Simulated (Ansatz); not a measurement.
H$_{2}$B–P⁺, doublet in cc-pVDZ: errors against RCCSDTQ

Geometry: that of the H2B–P, singlet, kept fixed.

```xyz
4

B     0.0000    0.0000    1.1993
P     0.0000    0.0000   -0.5361
H     0.0000    1.0399    1.8053
H     0.0000   -1.0399    1.8053
```

Basis cc-pVDZ; Ansatz 0.2.0. Only valence electrons are correlated (noble-gas cores frozen), which leaves 9 electrons in 36 orbitals. Prefix R: restricted or restricted open-shell reference; prefix U: unrestricted. Active spaces: valence = (9e, 10o) chosen from the atoms' valence shells.

Full CI isn't at hand for all of this; RCCSDTQ serves as the reference, and is uncertain by about the last step of the cluster series. The frozen core follows each run's orbitals, which can shift R against U totals by a few meV.

For open shells CISD is restricted-active-space CI with the open shells as a complete middle space.

```
UHF ⟨S²⟩                          : 0.854
T1 diagnostic (RCCSD)             : 0.0289
largest doubles amplitude (RCCSD) : 0.067
T1 diagnostic (UCCSD)             : 0.0273
```

| level | E − E(RCCSDTQ) (kcal/mol) | share of correlation (%) | wall time |
| --- | --- | --- | --- |
| RHF | 125.43 | 0.00 | – |
| RMP2 | 29.04 | 76.85 | – |
| UMP2 | 29.36 | 76.59 | – |
| CISD | 13.08 | 89.57 | 1.3 s |
| RCCSD | 4.76 | 96.20 | – |
| UCCSD | 4.70 | 96.25 | – |
| RCCSD(T) | 1.11 | 99.11 | 2.7 s |
| UCCSD(T) | 1.12 | 99.11 | 5.5 s |
| BCCD(T) | 1.11 | 99.12 | 2.4 s |
| RCCSDT | 0.22 | 99.82 | – |
| UCCSDT | 0.22 | 99.82 | – |
| RCCSDT(Q) | 0.03 | 99.98 | 12 s |
| UCCSDT(Q) | 0.01 | 100.00 | 16 s |
| CASSCF (valence space) | 72.51 | 42.19 | – |
| NEVPT2 (valence space) | 19.39 | 84.54 | 7 s |
| NEVPT4(SD) (valence space) | 3.09 | 97.53 | 12 s (H100) |
| MRCISD (valence space) | 4.76 | 96.21 | – |
| MRCISD+Q (valence space) | 0.83 | 99.34 | 9 s (H100) |

The correlation energy at RCCSDTQ, counted from RHF, is -5.439 eV. That run took 29 s on 2 threads of AMD EPYC 7R13 with a shared H100 80 GB, shared host.

Run but not shown, since their state or frozen core can't be matched to the reference's or they repeat it: UHF.

Times hold each run's SCF and search for its determinant on a shared host, so for small cases they say little of a method's own cost; rows without a card ran on 1 thread of AMD EPYC 7R13.

Natural occupations of CASSCF (valence space) about the gap: 1.985 1.975 1.966 1.928 0.998 0.064 0.023 0.023 0.020 0.019; effectively unpaired electrons, Σ n²(2−n)², 1.05.
